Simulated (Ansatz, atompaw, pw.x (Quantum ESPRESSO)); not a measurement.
# pw.x on fcc Al: one setting changed

Potential: PAW, atompaw 4.2.0.5, PBEsol; core [Ne], reference 3s2 3p1; waves: 3s (bound): rc 3.00 bohr; 3s channel at 1.4 Ry: rc 2.20 bohr; 3p (bound): rc 3.00 bohr; 3p channel at 3.4 Ry: rc 3.00 bohr; 3d channel at -0.15 Ry: rc 3.00 bohr; local part: vpsmatchnc scheme with l = 3 at 0 Ry, radius 2.55 bohr; core correction: smooth core density matched at 2.30 bohr; augmentation: besselshape compensation charge, radius 2.95 bohr; PAW radius 3.00 bohr; waves and projectors: custom polynom vanderbiltortho.

The reference run (k-mesh 14³, cutoffs 40/400 Ry, Fermi–Dirac 0.01 Ry, mixing_beta 0.4, conv_thr 1e-9, no spin) gives 0.65 GPa at 16.207 Å³/atom, where all-electron LAPW gives -0.16 GPa. This run, with its own iteration cap, changes conv_thr to 0.0001.

```
&control
  calculation='scf', prefix='x', pseudo_dir='./', outdir='./tmp', tstress=.true., disk_io='none'
/
&system
  ibrav=0, nat=1, ntyp=1, ecutwfc=40, ecutrho=400, nbnd=8,
  occupations='smearing', smearing='fd', degauss=0.01
/
&electrons
  conv_thr=0.0001, mixing_beta=0.4, electron_maxstep=50
/
ATOMIC_SPECIES
Al 1.0 Al.UPF
CELL_PARAMETERS angstrom
  0.00000000 2.00858807 2.00858807
  2.00858807 0.00000000 2.00858807
  2.00858807 2.00858807 0.00000000
ATOMIC_POSITIONS crystal
Al 0.0000 0.0000 0.0000
K_POINTS automatic
14 14 14 0 0 0
```

```bash
pw.x < Al.scf.in > Al.scf.out
```

Q: How does the run end?

A: It converges in 3 iterations; the free energy moves by +0.0 meV/atom and the pressure by +0.03 GPa. The result is that of the reference run.

```
Message from routine setup:
     using ibrav=0 with symmetry is DISCOURAGED, use correct ibrav instead
     lattice parameter (alat)  =       5.3679  a.u.
     unit-cell volume          =     109.3703 (a.u.)^3
     number of electrons       =         3.00
     number of Kohn-Sham states=            8
     kinetic-energy cutoff     =      40.0000  Ry
     charge density cutoff     =     400.0000  Ry
     scf convergence threshold =      1.0E-04
     Exchange-correlation= SLA PW PSX PSC
     number of k points=   104  Fermi-Dirac smearing, width (Ry)=  0.0100
     iteration #  1     ecut=    40.00 Ry     beta= 0.40
     total energy              =     -38.51500812 Ry
     estimated scf accuracy    <       0.00747284 Ry
     iteration #  2     ecut=    40.00 Ry     beta= 0.40
     total energy              =     -38.51371646 Ry
     estimated scf accuracy    <       0.00252599 Ry
     iteration #  3     ecut=    40.00 Ry     beta= 0.40
     the Fermi energy is     7.9660 ev
!    total energy              =     -38.51376938 Ry
     estimated scf accuracy    <       0.00000243 Ry
     smearing contrib. (-TS)   =      -0.00203870 Ry
     convergence has been achieved in   3 iterations
          total   stress  (Ry/bohr**3)                   (kbar)     P=        6.79
     Message from routine punch:
     Nothing written, as per user request (disk_io='none')
```

The run took about 7.5 s on one core of a shared server CPU.
